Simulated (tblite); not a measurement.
C5H5S (charge -1).
SMILES with atom numbers: `[C-:1]#[C:2][CH2:3][C:4]([CH3:5])=[S:6]` (hydrogens: H7, H8 on C3; H9, H10, H11 on C5)

Cartesian coordinates in Å at the GFN2-xTB level; atoms count from 1:
```
atom  x, y, z in Å
C1    -1.6455    2.0380   -1.0204
C2    -1.2985    0.9770   -0.5293
C3    -1.1077   -0.2834    0.2728
C4     0.1920   -0.6702   -0.2501
C5     1.3912    0.0635    0.2801
S6     0.3981   -1.8145   -1.4411
H7    -1.0997   -0.0405    1.3440
H8    -1.8976   -1.0067    0.0494
H9     1.5921   -0.2487    1.3104
H10    2.2706   -0.1512   -0.3247
H11    1.2103    1.1393    0.2831
```

Computed with GFN2-xTB (tblite): harmonic, unscaled wavenumbers at the GFN2-xTB geometry, gas phase. Against measured fundamentals such values can be off by several per cent, at times by over 20. One conformer, not necessarily the lowest.

Harmonic wavenumbers (cm⁻¹): 37.3, 85.5, 123.9, 320.0, 339.3, 353.8, 365.0, 390.1, 722.6, 860.2, 919.1, 987.3, 998.5, 1057.8, 1167.4, 1235.3, 1293.2, 1381.6, 1453.9, 1483.3, 1486.9, 2013.7, 2851.4, 2924.3, 2927.4, 2986.3, 3019.4.

A = 4921, B = 1993, C = 1712 MHz; mass 97.011 u (most abundant isotopes); point group C1, symmetry number 1.

Zero-point energy?

½Σν̃ = 16892 cm⁻¹ = 202.07 kJ/mol.

Give the ideal-gas entropy at 400 K and 1 bar in the rigid-rotor, harmonic-oscillator model (classical rotation).

Translation 172.02, rotation 118.10, vibration 103.93: S = 394.0 J/(mol K).

And Cp and H(400 K) − H(0)?

Cp = 127.30 J/(mol K), of which vibrations give 94.04 (their classical limit is 27 R = 224.5); H(400 K) − H(0) = 33.65 kJ/mol without the zero-point energy, 20.35 from vibrations.

Which modes carry the vibrational entropy at 400 K?

37.3 cm⁻¹: 25.02; 85.5 cm⁻¹: 18.15; 123.9 cm⁻¹: 15.10; 320.0 cm⁻¹: 7.59; 339.3 cm⁻¹: 7.16; 353.8 cm⁻¹: 6.85 J/(mol K); the other 21 give 24.06 together.

What must be added to the electronic energy to get the Gibbs energy at 400 K and 1 bar?

ZPE + [H(400 K) − H(0)] − T·S = 202.07 + 33.65 − 157.62 = 78.10 kJ/mol.

Blend soft modes into free rotors: weight 1/[1 + (100 cm⁻¹/ν̃)⁴] for the oscillator and the rest for a rotor with moment μB/(μ + B), μ = h/(8π²ν), B = 10⁻⁴⁴ kg m². What vibrational entropy results?

92.68 J/(mol K) in place of 103.93, which changes −T·S at 400 K by +4.50 kJ/mol.

How do the functions run with temperature in this model?

```json
{"T (K)": "50", "S (J/(mol K))": "232.9", "Cp (J/(mol K))": "49.3", "H − H(0) (kJ/mol)": "2.03", "G − H(0) (kJ/mol)": "-9.61", "ln q(vib)": "0.54"}
{"T (K)": "100", "S (J/(mol K))": "270.9", "Cp (J/(mol K))": "62.0", "H − H(0) (kJ/mol)": "4.81", "G − H(0) (kJ/mol)": "-22.27", "ln q(vib)": "1.44"}
{"T (K)": "298.15", "S (J/(mol K))": "359.8", "Cp (J/(mol K))": "106.7", "H − H(0) (kJ/mol)": "21.72", "G − H(0) (kJ/mol)": "-85.54", "ln q(vib)": "4.79"}
{"T (K)": "373.15", "S (J/(mol K))": "385.4", "Cp (J/(mol K))": "122.1", "H − H(0) (kJ/mol)": "30.30", "G − H(0) (kJ/mol)": "-113.50", "ln q(vib)": "5.97"}
{"T (K)": "500", "S (J/(mol K))": "424.4", "Cp (J/(mol K))": "145.1", "H − H(0) (kJ/mol)": "47.30", "G − H(0) (kJ/mol)": "-164.91", "ln q(vib)": "7.88"}
{"T (K)": "750", "S (J/(mol K))": "490.0", "Cp (J/(mol K))": "178.3", "H − H(0) (kJ/mol)": "88.01", "G − H(0) (kJ/mol)": "-279.49", "ln q(vib)": "11.41"}
{"T (K)": "1000", "S (J/(mol K))": "544.5", "Cp (J/(mol K))": "200.1", "H − H(0) (kJ/mol)": "135.49", "G − H(0) (kJ/mol)": "-408.99", "ln q(vib)": "14.63"}
```

q(vib) and H(0) count from the zero-point level.

Hindered rotation and anharmonicity are outside this model. Other conformers, if any are populated, would add a mixing term that is left out. The structure is chiral; the term R ln 2 for an equal mix with its mirror image is left out.
